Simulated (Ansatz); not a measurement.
Reaction (homolysis of the H–N bond): CH₃NH₂ → H• + `C[NH]`•

Gas-phase electronic energies from Ansatz, PBE0-D4/def2-TZVP geometries. CCSD(T)/CBS is the MP2 limit (def2-TZVPP, def2-QZVPP) plus CCSD(T) − MP2 in def2-TZVPP, frozen cores. This one scheme is used for every species, atoms too. DFT in def2-TZVPP. B3LYP here is the variant with VWN-RPA as its local correlation; programs differ in this. HSE06 is defined as in plane-wave codes. No spin–orbit coupling; open shells (•) take unrestricted orbitals.

CH₃NH₂:

```xyz
7

C    -0.297   -0.161   -0.457
N     0.194    0.424    0.779
H     0.403   -0.838   -0.968
H    -0.560    0.636   -1.156
H    -1.213   -0.721   -0.253
H     1.038    0.957    0.610
H     0.434   -0.298    1.445
```

`C[NH]`•:

Z-matrix (Å, degrees):
```
C
N 1 1.430
H 1 1.101 2 111.7
H 1 1.101 2 111.4 3 -117.9
H 1 1.091 2 110.8 3 121.2
H 2 1.025 1 106.9 3 58.2
```

```
             level  ΔE (kcal/mol)  difference from CCSD(T)/CBS
       LDA (SPW92)          117.5                          9.0
            PBE-D4          103.5                         -5.0
           BLYP-D4          102.9                         -5.6
         r2SCAN-D4          101.6                         -6.9
            B97M-V          103.9                         -4.6
           PBE0-D4          103.3                         -5.2
          B3LYP-D4          104.5                         -4.0
        r2SCANh-D4          101.6                         -6.9
        r2SCAN0-D4          101.6                         -6.9
          HSE06-D4          103.4                         -5.1
          BHLYP-D4          102.5                         -6.0
      CAM-B3LYP-D4          105.4                         -3.1
           ωB97X-V          105.5                         -3.0
           ωB97M-V          106.8                         -1.7
            B2PLYP          105.2                         -3.3
          PBE-QIDH          105.2                         -3.3
               PBE          103.3                         -5.2
            revPBE          100.6                         -7.9
              BLYP          102.3                         -6.2
            r2SCAN          101.5                         -7.0
              PBE0          103.1                         -5.4
             B3LYP          104.1                         -4.4
           r2SCAN0          101.5                         -7.0
             HSE06          103.2                         -5.3
             BHLYP          102.2                         -6.3
         CAM-B3LYP          105.2                         -3.3
           LC-ωPBE          103.9                         -4.6
       HF/def2-SVP           77.7                        -30.8
      MP2/def2-SVP          104.0                         -4.5
  CCSD(T)/def2-SVP          102.5                         -6.0
     HF/def2-TZVPP           77.2                        -31.3
    MP2/def2-TZVPP          108.2                         -0.3
SCS-MP2/def2-TZVPP          108.4                         -0.1
   CCSD/def2-TZVPP          104.8                         -3.7
CCSD(T)/def2-TZVPP          105.8                         -2.7
    MP2/def2-QZVPP          109.8                          1.3
SCS-MP2/def2-QZVPP          110.2                          1.7
      HF/CBS(def2)           77.4                        -31.1
     MP2/CBS(def2)          110.9                          2.4
    CCSD/CBS(def2)          107.5                         -1.0
       CCSD(T)/CBS          108.5                            0
```

Largest T1 diagnostic among the species: 0.013.

Leaving LDA and LC-ωPBE aside and taking each functional with its dispersion term where it has one, the values spread over 5.2 kcal/mol, from r2SCAN0-D4 to ωB97M-V. LDA lies +14.2 kcal/mol from PBE without D4, its usual overbinding. At CCSD(T), def2-SVP lies −6.1 kcal/mol from the extrapolated value and def2-TZVPP −2.7 kcal/mol: correlation converges slowly with the basis, and small sets miss more of it in the bonded molecule than in its fragments.
